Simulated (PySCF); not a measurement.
**Electric properties by functional and basis**

Species: acrylonitrile, C₃H₃N.
SMILES: `C=CC#N`

PySCF, dipoles from the SCF density, polarisabilities from static response with core orbitals frozen. Isolated species at its PBE0-D3(BJ)/def2-SVP geometry, gas phase.

Question: Compare the levels for these properties.

Answer: 

| level | μ (D) | error (%) | α (Å³) | anisotropy (Å³) |
| --- | --- | --- | --- | --- |
| LDA/def2-SVPD | 3.982 | +2.6 | 6.35 | 4.77 |
| PBE/def2-SVPD | 3.889 | +0.2 | 6.30 | 4.79 |
| B3LYP/def2-SVPD | 4.014 | +3.4 | 6.23 | 4.68 |
| PBE0/def2-SVPD | 4.024 | +3.7 | 6.16 | 4.60 |
| BHandHLYP/def2-SVPD | 4.163 | +7.2 | 6.11 | 4.54 |
| CAM-B3LYP/def2-SVPD | 4.082 | +5.2 | 6.15 | 4.54 |
| wB97X-D/def2-SVPD | 4.090 | +5.3 | 6.20 | 4.51 |
| LC-wPBE/def2-SVPD | 4.085 | +5.2 | 6.00 | 4.36 |
| HF/def2-SVPD | 4.380 | +12.8 | 6.08 | 4.49 |
| PBE0/6-31G* | 3.914 | +0.8 | 4.92 | 5.39 |
| PBE0/def2-SVP | 3.838 | -1.1 | 5.11 | 4.98 |
| PBE0/6-31+G* | 4.080 | +5.1 | 5.82 | 5.15 |
| PBE0/aug-cc-pVDZ | 4.044 | +4.2 | 6.34 | 4.73 |
| PBE0/def2-TZVP | 4.030 | +3.8 | 5.91 | 4.96 |
| PBE0/def2-TZVPD | 4.043 | +4.1 | 6.35 | 4.69 |
| PBE0/aug-cc-pVTZ | 4.050 | +4.3 | 6.38 | 4.71 |

Reference dipole: 3.882 D (measured, gas; NIST CCCBDB Release 22 (SRD 101), experimental dipoles). The anisotropy is √(½[(α1 − α2)² + (α2 − α3)² + (α3 − α1)²]). For the dipole, the smallest error is 0.2% (PBE/def2-SVPD) and the largest 12.8% (HF/def2-SVPD). The dipole runs from 3.84 D (PBE0/def2-SVP) to 4.38 D (HF/def2-SVPD). No reference polarisability is at hand; against PBE0 in the largest diffuse basis at hand (aug-cc-pVTZ) the other PBE0 rows deviate by 6-31G* -23%, def2-SVP -20%, 6-31+G* -9%, def2-SVPD -3%, aug-cc-pVDZ -1%, def2-TZVP -7%, def2-TZVPD -1%. In one basis (def2-SVPD) the functionals order the polarisability from LC-wPBE (lowest) to LDA (highest), a spread of 6%. With PBE0 the polarisability is 5.31 Å³ without diffuse functions (mean of 6-31G*, def2-SVP and def2-TZVP) and 6.21 Å³ with them (mean of 6-31+G*, def2-SVPD, aug-cc-pVDZ, def2-TZVPD and aug-cc-pVTZ). Measured values can belong to vibrating molecules and may average over conformers; the computed ones are for one fixed geometry.
